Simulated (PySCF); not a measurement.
B3LYP has the VWN-RPA correlation part, as in Gaussian. 

## Cl, SMILES `[Cl]` (charge 0, multiplicity 2)

All values below come from PySCF with B3LYP-D3(BJ)/def2-TZVP.

```json
{
 "highest_occupied_spin_orbital": "-9.27 eV",
 "dipole_moment": "0.00 D",
 "total_energy": "-460.1670 Ha",
 "cost": "about 2.5 core-seconds (a rough figure)"
}
```

```xyz
1

Cl     0.0000     0.0000     0.0000
```
Charge 0, spin multiplicity 2.
